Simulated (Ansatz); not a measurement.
One change: `N/C(F)=C\O` becomes `OC=C(F)F`.

Ansatz, PBE0-D4/def2-TZVP geometries, multiplicity 1. Each molecule was computed in one conformer, which needn't be the lowest.

```tsv
property	`N/C(F)=C\O`
size of the dipole moment (ωB97M-V/def2-TZVPP) / D	2.09
LUMO energy (B3LYP/def2-TZVPP) / eV	0.36
ideal-gas entropy at 298 K and 1 bar (rigid rotor, harmonic PBE0-D4/def2-TZVP) / J/(mol·K)	302
size of the dipole moment (B3LYP/def2-TZVPP) / D	2.08
HOMO–LUMO gap (ωB97M-V/def2-TZVPP) / eV	10.76
LUMO energy (PBE/def2-TZVPP) / eV	-0.08
```

Task: Give the same properties after the change, and the shifts. (An estimate is asked.)

Result: Computed: 
```json
{"property": "size of the dipole moment (ωB97M-V/def2-TZVPP) / D", "`OC=C(F)F`": "2.54", "shift": "0.45"}
{"property": "LUMO energy (B3LYP/def2-TZVPP) / eV", "`OC=C(F)F`": "0.23", "shift": "-0.13"}
{"property": "ideal-gas entropy at 298 K and 1 bar (rigid rotor, harmonic PBE0-D4/def2-TZVP) / J/(mol·K)", "`OC=C(F)F`": "300", "shift": "-2"}
{"property": "size of the dipole moment (B3LYP/def2-TZVPP) / D", "`OC=C(F)F`": "2.57", "shift": "0.49"}
{"property": "HOMO–LUMO gap (ωB97M-V/def2-TZVPP) / eV", "`OC=C(F)F`": "11.25", "shift": "0.49"}
{"property": "LUMO energy (PBE/def2-TZVPP) / eV", "`OC=C(F)F`": "-0.28", "shift": "-0.20"}
```

With PBE0 the HOMO falls by 0.46 eV and the LUMO falls by 0.11 eV, so the gap widens by about 0.35 eV. PBE moves the HOMO by -0.38 eV and ωB97M-V by -0.47 eV. The zero-point energy changes by -67.1 kJ/mol with -6 modes. Dipoles are sizes alone; their direction can turn.

B3LYP here is the variant with VWN-RPA as its local correlation; programs differ in this.
